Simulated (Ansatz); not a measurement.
Fluorite SrCl2 was calculated with PBE0+SOC (PAW; Ansatz, a program for electronic structure).

Run with plane-wave cutoff 460 eV, 6×6×6 k mesh, Fermi–Dirac smearing 0.01 eV, PAW data made under PBE.

The cell has the measured lattice: a = b = c = 6.974 Å, α = β = γ = 90.00°.

Problem. Predict the band gap, smallest direct gap on the k points sampled and Γ–Γ gap.

Solution. 
* **band gap**: 7.35 eV (on the SCF k mesh) (indirect)
* **smallest direct gap on the k points sampled**: 7.57 eV
* **Γ–Γ gap**: 7.67 eV

Measured, for comparison: band gap 7.5 eV (temperature not stated, not corrected to a static lattice; as tabulated in Aguado et al. (1999), arXiv:cond-mat/9901145).

Note: cell and atoms aren't relaxed at this level (pressure 0.5 GPa).
